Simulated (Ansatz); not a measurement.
C3H3F3 (`C=CC(F)(F)F`) at its PBE0-D4/def2-TZVP geometry, where that method's forces vanish. The species carries charge 0 and has multiplicity 1.

| atom | x (Å) | y (Å) | z (Å) |
| --- | --- | --- | --- |
| C1 | -1.288 | -0.559 | -0.109 |
| C2 | -0.313 | 0.278 | -0.414 |
| C3 | 1.020 | 0.260 | 0.256 |
| F4 | 2.003 | 0.052 | -0.633 |
| F5 | 1.277 | 1.438 | 0.847 |
| F6 | 1.122 | -0.686 | 1.193 |
| H7 | -1.166 | -1.313 | 0.658 |
| H8 | -2.241 | -0.511 | -0.621 |
| H9 | -0.414 | 1.042 | -1.177 |

Q: For each bond, give half the difference of the two atoms' forces along it (eV/Å; positive pushes the atoms apart) under PBE-D4, r2SCAN-D4, B3LYP-D4, ωB97M-V in def2-TZVPP. (Estimate.)

A: Ansatz gave: 
```tsv
bond	length (Å)	PBE-D4	r2SCAN-D4	B3LYP-D4	ωB97M-V
C1–C2	1.320	0.36	0.18	0.10	-0.02
C1–H7	1.083	0.03	-0.06	-0.08	-0.06
C1–H8	1.083	-0.01	-0.07	-0.09	-0.05
C2–C3	1.492	-0.38	-0.22	-0.11	0.03
C2–H9	1.084	0.02	-0.06	-0.12	-0.11
C3–F4	1.342	0.60	0.29	0.29	0.13
C3–F5	1.342	0.60	0.28	0.29	0.13
C3–F6	1.335	0.59	0.26	0.29	0.16
```

B3LYP here is the variant with VWN-RPA as its local correlation; programs differ in this.
